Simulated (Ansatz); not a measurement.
Process, species as SMILES: N#N (N2) + 3 [H][H] (H2) → 2 N (NH3)
B3LYP-D3(BJ)/def2-TZVP geometries, fixed; electronic energies without zero-point terms.

Energies in hartree at PBE with Ansatz (an electronic-structure program); the energy of full hydrogenation is their sum with the coefficients shown, times 627.509 kcal/mol a hartree. All functions are spherical. The program fits the integrals of some runs and decomposes those of others, by size. No added dispersion term, no relativity.

| species | coefficient | part | cc-pVDZ | cc-pVTZ | cc-pVQZ |
|---|---|---|---|---|---|
| N#N (N2) | -1 | PBE | -109.41255 | -109.44652 | -109.45534 |
| [H][H] (H2) | -3 | PBE | -1.16000 | -1.16612 | -1.16657 |
| N (NH3) | +2 | PBE | -56.47629 | -56.50652 | -56.51350 |

**Question.** Predict the energy of full hydrogenation in cc-pV5Z (X = 5): let each PBE step shrink by the ratio of the last two. Compare with the run.

**Answer.** 
- N#N (N2): steps -0.03397 and -0.00882, ratio 0.260, so PBE -109.45763 (run: -109.45866).
- [H][H] (H2): steps -0.00612 and -0.00045, ratio 0.074, so PBE -1.16660 (run: -1.16670).
- N (NH3): steps -0.03023 and -0.00698, ratio 0.231, so PBE -56.51511 (run: -56.51650).
Predicted -45.68 kcal/mol; the run in cc-pV5Z gives -46.59, a miss of 0.91. Keeping the value in cc-pVQZ, -45.15, would miss by 1.44. All sums are of the energies as printed.
